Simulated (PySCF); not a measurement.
NMR data sheet: cyclohexane

```
Formula                               : C6H12
SMILES                                : C1CCCCC1
InChI                                 : InChI=1S/C6H12/c1-2-4-6-5-3-1/h1-6H2
Point group of the computed structure : D3d
Degrees of unsaturation               : 1
Carbon signals                        : 1
Proton signals                        : 1
```

Molfile (atoms numbered from 1):
```
C6H12
     RDKit          3D

 18 18  0  0  0  0  0  0  0  0999 V2000
   -0.6816    1.1216   -0.6724 C   0  0  0  0  0  0  0  0  0  0  0  0
    0.7433    1.2650   -0.1460 C   0  0  0  0  0  0  0  0  0  0  0  0
    1.4678   -0.0775   -0.1151 C   0  0  0  0  0  0  0  0  0  0  0  0
    0.6816   -1.1216    0.6724 C   0  0  0  0  0  0  0  0  0  0  0  0
   -0.7433   -1.2650    0.1460 C   0  0  0  0  0  0  0  0  0  0  0  0
   -1.4678    0.0775    0.1151 C   0  0  0  0  0  0  0  0  0  0  0  0
   -0.6460    0.8215   -1.7357 H   0  0  0  0  0  0  0  0  0  0  0  0
   -1.2003    2.0935   -0.6438 H   0  0  0  0  0  0  0  0  0  0  0  0
    1.3060    1.9899   -0.7563 H   0  0  0  0  0  0  0  0  0  0  0  0
    0.7107    1.6821    0.8771 H   0  0  0  0  0  0  0  0  0  0  0  0
    1.6083   -0.4365   -1.1510 H   0  0  0  0  0  0  0  0  0  0  0  0
    2.4778    0.0420    0.3093 H   0  0  0  0  0  0  0  0  0  0  0  0
    1.2003   -2.0935    0.6438 H   0  0  0  0  0  0  0  0  0  0  0  0
    0.6460   -0.8215    1.7357 H   0  0  0  0  0  0  0  0  0  0  0  0
   -1.3060   -1.9899    0.7563 H   0  0  0  0  0  0  0  0  0  0  0  0
   -0.7107   -1.6821   -0.8771 H   0  0  0  0  0  0  0  0  0  0  0  0
   -1.6083    0.4365    1.1510 H   0  0  0  0  0  0  0  0  0  0  0  0
   -2.4778   -0.0420   -0.3093 H   0  0  0  0  0  0  0  0  0  0  0  0
  1  2  1  0
  2  3  1  0
  3  4  1  0
  4  5  1  0
  5  6  1  0
  6  1  1  0
  1  7  1  0
  1  8  1  0
  2  9  1  0
  2 10  1  0
  3 11  1  0
  3 12  1  0
  4 13  1  0
  4 14  1  0
  5 15  1  0
  5 16  1  0
  6 17  1  0
  6 18  1  0
M  END
```

- shieldings: GIAO PBE0/pcSseg-1
- structure optimised with PBE0-D3(BJ)/def2-SVP
- B3LYP/pcJ-1 coupling constants (without the spin–dipole term)
- run in PySCF 2.14
- relativity neglected, no solvent model, one averaged value for each set of equivalent atoms, single conformer

δ = σ(ref) − σ, references computed at the same level: ¹H (31.27 ppm), ¹³C (184.41 ppm) vs TMS.

| carbon | δC, type | δH (multiplicity, J in Hz) | HMBC from (abs. J ≥ 3 Hz) | span of the C tensor (ppm) |
| --- | --- | --- | --- | --- |
| C1/C2/C3/C4/C5/C6 | 28.7, CH2 | 1.33 (s) | H7/H8/H9/H10/H11/H12/H13/H14/H15/H16/H17/H18 | 8 |

Selected couplings (Hz, signed; the shortest-range and largest first, 30 at most; isotopes ¹³C, ¹H): ¹J(C1,H7) 131.0.

- Carbon types of the structure: 6 × CH2, which accounts for all hydrogens.
- δC 28.7: sp3 CH2 in a ring; saturated and bonded to C and H only.
- δH 1.33: hydrogen on an sp3 CH2 in a ring; far from electronegative atoms and π systems.

Shifts are as computed. Against solution values, carbons near 30 ppm lie about +2 ppm off and those near 130 ppm about +4 ppm. Of 246 compounds with measured shifts, 49 miss one by over three times the rms of a fit or turn the order of signals round; such compounds aren't used in these exercises.
